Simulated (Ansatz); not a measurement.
# B₂NH₆+ (SMILES BB[NH3+]): functionals against CCSD(T) at one geometry

The task here is to estimate one member of a computed series from the others.

Program: Ansatz 0.2.0, Gaussian basis. Level of theory: single points in def2-TZVPP. These are calculated values, not measurements.

Cores are frozen in the correlated methods.

**The starting structure**

SMILES `BB[NH3+]`, 9 atoms, charge 1, spin multiplicity 1.

Atoms are counted from 1 here; the program's logs count them from 0.

Bond lengths: B1–B2 1.728 Å, B1–H4 1.250 Å, B1–H5 1.299 Å, B2–N3 1.508 Å, B2–H6 1.349 Å, N3–H7 1.126 Å, N3–H8 1.021 Å, N3–H9 1.099 Å. Angles: B2–B1–H4 127.0°, B2–B1–H5 127.0°, H4–B1–H5 105.8°, B1–B2–N3 123.0°, B1–B2–H6 112.0°, N3–B2–H6 124.6°, B2–N3–H7 110.0°, B2–N3–H8 110.3°, B2–N3–H9 124.1°, H7–N3–H8 106.1°, H7–N3–H9 108.6°, H8–N3–H9 95.6°.

Geometry (Å):

```xyz
9

B    -1.2659    0.8550   -0.6061
B     0.3208    0.1989   -0.4084
N     0.7225   -0.6380    0.7805
H    -1.6692    1.9762   -0.2299
H    -2.2541    0.3248   -1.2615
H     1.0943    0.4104   -1.4928
H     1.6914   -0.2578    1.2106
H     0.8988   -1.6016    0.4923
H     0.0487   -0.8960    1.6090
```

Set-up of the first run:

Contents of run/in.yaml:

```yaml
crystal:
  periodic: [false, false, false]
  atoms:
    - {symbol: B, position_ang: [-1.265900, 0.855000, -0.606100]}
    - {symbol: B, position_ang: [0.320800, 0.198900, -0.408400]}
    - {symbol: N, position_ang: [0.722500, -0.638000, 0.780500]}
    - {symbol: H, position_ang: [-1.669200, 1.976200, -0.229900]}
    - {symbol: H, position_ang: [-2.254100, 0.324800, -1.261500]}
    - {symbol: H, position_ang: [1.094300, 0.410400, -1.492800]}
    - {symbol: H, position_ang: [1.691400, -0.257800, 1.210600]}
    - {symbol: H, position_ang: [0.898800, -1.601600, 0.492300]}
    - {symbol: H, position_ang: [0.048700, -0.896000, 1.609000]}
basis:
  gaussian: {orbitals: def2-TZVPP}
total_charge: 1
correlation: {method: ccsd_t}
output: {forces: true}
```

No record of the launch command was kept for these runs.

Among the steps run: CCSD(T)/def2-TZVPP; PBE0-D4/def2-TZVPP; wB97M-V/def2-TZVPP; r2SCAN-D4/def2-TZVPP; PBE-D4/def2-TZVPP; r2SCANh-D4/def2-TZVPP; B97M-V/def2-TZVPP.

One of the session's tables, all rows but one given; the rest of the session is left out.

| method | RMS force component (eV/Å) | angle to CCSD(T) forces (°) |
| --- | --- | --- |
| CCSD(T) | 1.522 | reference |
| PBE0-D4 | 1.456 | 4.6 |
| wB97M-V | 1.515 | 2.8 |
| r2SCAN-D4 | ? | ? |
| PBE-D4 | 1.347 | 8.8 |
| r2SCANh-D4 | 1.476 | 4.9 |
| B97M-V | 1.488 | 7.5 |

**Question.** Estimate the row for r2SCAN-D4.

As computed: RMS force component (eV/Å): 1.446; angle to CCSD(T) forces (°): 5.6. In the column «RMS force component (eV/Å)» it lies between PBE-D4 (1.347) and PBE0-D4 (1.456).
